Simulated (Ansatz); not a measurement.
# AlClFH (SMILES [F][AlH][Cl]): one structure at several levels

An exercise on one series of results from a longer session: the logs are not shown, and one member is left open.

Program: Ansatz 0.2.0, Gaussian basis. Level of theory: single points in def2-TZVPP. These are calculated values, not measurements.

Cores are frozen in the correlated methods.

## The system as given

SMILES `[F][AlH][Cl]`, 4 atoms, charge 0, spin multiplicity 1.

Atoms are counted from 1 here; the program's logs count them from 0.

Bond lengths: F1–Al2 1.759 Å, Al2–Cl3 2.196 Å, Al2–H4 1.656 Å. Angles: F1–Al2–Cl3 120.9°, F1–Al2–H4 117.8°, Cl3–Al2–H4 121.3°.

Geometry (Å):

```xyz
4

F     0.4705   -0.9428    1.5064
Al    0.0971   -0.0049    0.0658
Cl   -1.6532   -0.4865   -1.1707
H     1.0954    1.2612   -0.3117
```

Set-up of the first run:

run/in.yaml reads:

```yaml
crystal:
  periodic: [false, false, false]
  atoms:
    - {symbol: F, position_ang: [0.470500, -0.942800, 1.506400]}
    - {symbol: Al, position_ang: [0.097100, -0.004900, 0.065800]}
    - {symbol: Cl, position_ang: [-1.653200, -0.486500, -1.170700]}
    - {symbol: H, position_ang: [1.095400, 1.261200, -0.311700]}
basis:
  gaussian: {orbitals: def2-TZVPP}
correlation: {method: ccsd_t}
output: {forces: true}
```

The command line of these runs was not kept.

Among the steps run: CCSD(T)/def2-TZVPP; PBE0-D4/def2-TZVPP; wB97M-V/def2-TZVPP; r2SCAN-D4/def2-TZVPP; PBE-D4/def2-TZVPP; LC-wPBE/def2-TZVPP; r2SCAN0-D4/def2-TZVPP.

One table of the session follows, with a row left open; its other results are not shown here.

| method | RMS force component (eV/Å) | angle to CCSD(T) forces (°) | dipole (D) |
| --- | --- | --- | --- |
| CCSD(T) | 1.048 | reference | 1.38 |
| PBE0-D4 | 1.047 | 1.9 | 1.47 |
| wB97M-V | 1.035 | 3.6 | 1.43 |
| r2SCAN-D4 | ? | ? | ? |
| PBE-D4 | 0.853 | 2.2 | 1.37 |
| LC-wPBE | 1.069 | 5.1 | 1.46 |
| r2SCAN0-D4 | 1.152 | 1.2 | 1.46 |

Estimate the missing values for r2SCAN-D4.

**Answer.** RMS force component (eV/Å): 1.032; angle to CCSD(T) forces (°): 1.3; dipole (D): 1.37. In the column «RMS force component (eV/Å)» it lies between PBE-D4 (0.853) and wB97M-V (1.035).
